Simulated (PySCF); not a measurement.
## Computed properties of HN2, SMILES [NH+]#N, charge +1

HN₂, SMILES N#[NH+], charge +1. Coordinates come from a PBE0-D3(BJ)/def2-TZVPD optimisation. The isomer is the one that the SMILES or the coordinates give; other isomers of the formula were not compared. Other conformers were not sampled. All values are computed for the isolated molecule unless a solvent is named; none is compared with measurement here.

**Structure.** The optimised structure has C∞v symmetry. All 4 harmonic modes at PBE0-D3(BJ)/def2-TZVPD (PySCF) are real, so it is a minimum.

**Vibrations.** The strongest infrared lines (harmonic, unscaled, degenerate partners summed) lie at 3404 cm⁻¹ (669 km/mol, H 81 %, N 19 %), 734 cm⁻¹ (261 km/mol, H 75 %, N 25 %), 2418 cm⁻¹ (4 km/mol, N 84 %, H 16 %). The softest mode is at 734 cm⁻¹ and the zero-point energy is 10.4 kcal/mol.

**Electronic structure.** CAM-B3LYP/def2-TZVPD (PySCF) places the frontier levels at -23.91 and -8.78 eV, a gap of 15.13 eV and a mean polarisability of 9.9 bohr³.

**Excitations.** TDDFT-PBE0/def2-TZVPD (PySCF) has S1 at 9.57 eV (130 nm, f = 0.000, dark); the most intense of the 10 singlets computed lies at 15.78 eV (f = 0.86). Strengths of degenerate partners are summed. T1 (TDA) is at 7.59 eV. No vertical singlet excitation falls in the visible range (under 3.1 eV).

**NMR.** GIAO shifts at PBE0/pcSseg-2 (PySCF) (non-relativistic, atoms alike by connectivity averaged): ¹H at 8.9 ppm against TMS.
